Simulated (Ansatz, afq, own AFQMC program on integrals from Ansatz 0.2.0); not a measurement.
SiH₂, triplet: AFQMC among the cluster methods

```xyz
3

H     0.0000    0.0000   -1.1147
H     0.0000    0.0000   -0.2777
Si    0.0000    0.0000    1.3923
```

Basis cc-pVTZ. Only valence electrons are correlated. Ansatz 0.2.0 and our own AFQMC program on the same integrals; the CISD trial comes from CCSD amplitudes, and released means the phaseless constraint is let go. ± is one standard error of the sampling.

Determinant: UHF, the one that the program's search chose, which needn't be the lowest solution. The geometry is a point of a scan.

No full CI on the walks' own integrals is used here; CCSDT(Q) serves as the reference and is uncertain by about the last step of the cluster series.

Cautions: lower spins were not checked.

```
T1 diagnostic                               : 0.0201
weight of the determinant in the CISD state : 0.908
⟨S²⟩ of the determinant                     : 2.027
size of the correlated space                : 6 electrons in 57 orbitals
```

| level | correlation energy (eV) |
| --- | --- |
| MP2 | -2.6764 |
| CCSD | -3.3776 |
| CCSD(T) | -3.4882 |

(1) Estimate where phaseless AFQMC with the Hartree–Fock trial lies against CCSD(T) on the same integrals.

(1) 2.8 ± 1.6 kJ/mol above CCSD(T). The gap is under twice the noise, so this walk alone can't tell the two apart.

Reference: CCSDT(Q), correlation energy -3.519 eV. The released energy is read at 1.62 1/Eh, later times being too noisy (meV from the phaseless value at times in 1/Eh: -3.6 ± 1.7 at 0.24, -4.4 ± 1.5 at 0.51, -5.9 ± 1.8 at 0.99, -8.3 ± 1.6 at 1.62, -4 ± 8 at 2.40).

```json
{"level": "CCSD(T)", "E − E(reference) (kJ/mol)": "3.0", "share of correlation (%)": "99.12"}
{"level": "CCSDT", "E − E(reference) (kJ/mol)": "0.4", "share of correlation (%)": "99.89"}
{"level": "ph-AFQMC/HF", "E − E(reference) (kJ/mol)": "5.8 ± 1.6", "share of correlation (%)": "98.30"}
{"level": "ph-AFQMC/CISD", "E − E(reference) (kJ/mol)": "1.1 ± 0.2", "share of correlation (%)": "99.67"}
{"level": "released AFQMC", "E − E(reference) (kJ/mol)": "0.3 ± 0.2", "share of correlation (%)": "99.91"}
```

A walk keeps the symmetry of its determinant, which the program's search chose and which needn't be the lowest solution, so a lower state of the same spin and another symmetry isn't excluded. Released energies are given only where the last usable release times agree within the noise; a slower fall can still hide under it.
